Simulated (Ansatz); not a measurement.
Predict the output of the script below (Ansatz 0.2.0, Python API).

`ch2no_md.py`
```python
"""Molecular dynamics of one CH2NO molecule."""

import ansatz as az
import numpy as np

params = {
    "basis": "6-31G",
    "xc": "BLYP",
    "n_steps": 40,
    "temperature_k": 300,
}


def main() -> None:
    mol = (
        az.Crystal.molecule()
        .atom("N", [0.8524, -0.5206, -0.0986])
        .atom("C", [-0.4808, -0.0515, 0.0742])
        .atom("O", [-0.7275, 1.1823, 0.0443])
        .atom("H", [1.6399, 0.1478, -0.2517])
        .atom("H", [-1.2841, -0.7581, 0.2318])
    )

    base = mol.calculation().basis(gaussian=params["basis"]).functional(params["xc"]).spin("collinear", total=1)
    symbols = [site.symbol for site in mol.cartesian_sites]
    start = np.array([site.position_ang for site in mol.cartesian_sites], dtype=float)
    r = base.relax(force_tolerance=0.02).run(threads=1).report
    end = np.array(r["positions_ang"])
    minimum = az.Crystal.molecule()
    for symbol, place in zip(symbols, end):
        minimum = minimum.atom(symbol, place.tolist())

    # dynamics from the relaxed geometry
    base = minimum.calculation()
    base = base.basis(gaussian=params["basis"]).functional(params["xc"])
    base = base.spin("collinear", total=1)
    base = base.md("nvt_nose_hoover", timestep=0.25, steps=params["n_steps"], temperature=params["temperature_k"], initial_velocities="maxwell_boltzmann", seed=84, thermostat_time=50)
    frames = []
    res = base.session().plan().execute(on_event=lambda e: frames.append(e["data"]) if e["event"] == "md_step" else None)
    print("t (fs)   E_pot (eV)      E_kin (eV)   T (K)   d(0-1) (A)")
    for f in frames[::2]:
        xyz = np.array(f["positions_ang"])
        print(f"{f['time_fs']:6.2f} {f['lagrangian_ev']:14.5f} {f['e_kin_ev']:10.5f} {f['temperature_k']:8.1f} {np.linalg.norm(xyz[0] - xyz[1]):9.4f}")
    kept = np.array([f["conserved_ev"] for f in frames])
    print(f"conserved energy moves by at most {1000 * np.ptp(kept):.3f} meV")


if __name__ == "__main__":
    main()
```

```console
$ python ch2no_md.py
t (fs)   E_pot (eV)      E_kin (eV)   T (K)   d(0-1) (A)
  0.00    -4601.97078    0.11633    300.0    1.3259
  0.50    -4601.96834    0.11389    293.7    1.3219
  1.00    -4601.96149    0.10707    276.1    1.3180
  1.50    -4601.95168    0.09729    250.9    1.3143
  2.00    -4601.94075    0.08640    222.8    1.3109
  2.50    -4601.93050    0.07617    196.4    1.3079
  3.00    -4601.92221    0.06790    175.1    1.3053
  3.50    -4601.91639    0.06209    160.1    1.3032
  4.00    -4601.91270    0.05842    150.6    1.3017
  4.50    -4601.91011    0.05583    144.0    1.3007
  5.00    -4601.90722    0.05295    136.5    1.3001
  5.50    -4601.90277    0.04852    125.1    1.3001
  6.00    -4601.89619    0.04198    108.3    1.3004
  6.50    -4601.88793    0.03378     87.1    1.3011
  7.00    -4601.87949    0.02541     65.5    1.3021
  7.50    -4601.87297    0.01895     48.9    1.3032
  8.00    -4601.87025    0.01626     41.9    1.3046
  8.50    -4601.87217    0.01820     46.9    1.3060
  9.00    -4601.87817    0.02420     62.4    1.3076
  9.50    -4601.88645    0.03250     83.8    1.3093
 10.00    -4601.89475    0.04084    105.3    1.3110
conserved energy moves by at most 0.152 meV
```

Total energies depend on the basis set; only differences at equal settings carry meaning. The trajectory is only some femtoseconds long, so its temperature is not equilibrated; where the script doesn't relax first, it starts from a rough generated geometry. The species is open-shell (spin multiplicity 2). The temperature counts the internal degrees of freedom alone. Run time: 27 s on 1 thread of Intel(R) Xeon(R) 6975P-C (Granite Rapids) (shared host), peak memory 0.2 GiB.

(Lines on the test bed's own set-up are left out of the output.)
